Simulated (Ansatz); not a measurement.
`OCC(O)(F)F` + CH₃NH₂ → `CNCO` + `OC(F)F`  (substitution at a C–C bond)

Calculated with Ansatz (gas phase, PBE0-D4/def2-TZVP geometries, no zero-point term in ΔE). CBS: MP2 limit from def2 TZ/QZ plus the TZ coupled-cluster correction, frozen cores. Each species was taken in one conformer, which may not be the lowest.

```csv
species,CCSD(T)/def2-TZVPP energy (Eh)
`OCC(O)(F)F`,-428.23418
CH₃NH₂,-95.69970
`CNCO`,-210.06390
`OC(F)F`,-313.86234
```

Question: Work out ΔE.

Answer: ΔE = (-210.06390) + (-313.86234) − (-428.23418) − (-95.69970) = 0.00764 Eh = +4.8 kcal/mol. CCSD(T)/CBS gives +5.4 kcal/mol.

Largest T1 diagnostic among the species: 0.012.
